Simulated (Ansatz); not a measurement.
# H2Si: the cost of one run

Program: Ansatz 0.2.0, Gaussian basis. Level of theory: the settings change from run to run. These are calculated values, not measurements.

15 further runs of the same task are left out: 2 for a mislabelled method, 8 that didn't finish, 5 set aside as unsound or not needed.

## 1. The system

The geometry derives from a PBE0/def2-TZVP stationary point (not a proven minimum). One bond is set to the value named and the two fragments are kept rigid.

3 atoms, charge 0, spin multiplicity 1.

Atoms are counted from 1 here; the program's logs count them from 0.

Bond lengths: Si1–H2 1.673 Å, Si1–H3 1.526 Å. Angles: H2–Si1–H3 91.2°.

## 2. CCSD on UHF/cc-pVTZ

Contents of in.yaml:

```yaml
crystal:
  periodic: [false, false, false]
  atoms:
    - {symbol: Si, position_ang: [0.000000, -0.074932, 0.003528]}
    - {symbol: H, position_ang: [0.000000, 1.095541, -1.191848]}
    - {symbol: H, position_ang: [0.000000, 0.992372, 1.093540]}
basis:
  gaussian: {orbitals: cc-pVTZ}
magnetization: {spin_polarized: true, initial_magnetization: 0}
correlation: {method: ccsd, electrons: outside_noble_gas}
accuracy: high
```

Launch:

```bash
> ansatz run in.yaml --threads 1 --pin off --events-out ev --progress --plain --max-ram 2393MiB
```

**Question.** How long does this run take on 1 thread of Arm Neoverse V1, shared host, and how much memory does it need?

About 7 s, with a peak of 0.28 GiB.
